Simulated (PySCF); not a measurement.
## Ionisation energy of O by level of theory

O [He] 2s2 2p4 (3P) → O⁺ [He] 2s2 2p3 (4S), as a difference of total energies. Computed with PySCF 2.14 in aug-cc-pVDZ, with the non-relativistic Hamiltonian (point nucleus). Correlated levels: valence: 1s2 frozen. The calculations carry no spin-orbit coupling.

```csv
method,ionisation energy (eV)
UHF,12.057
LDA,13.997
PBE,14.049
PBE0,13.852
r2SCAN,13.720
wB97M-V,13.800
BP86,14.222
PW91,14.117
M06-2X,13.701
MP2 (valence),13.095
SCS-MP2 (valence),13.115
```

How much does correlation contribute at MP2 (valence)?

13.095 − (12.057) = 1.038 eV, measured against UHF.

A first-order spin-orbit estimate (lowest level to lowest level, LS coupling) adds 0.009 eV.

Errors of the correlated levels include the incompleteness of this basis and the frozen core.

For comparison: 13.618 eV (measured; NIST Atomic Spectra Database, ionization energies).
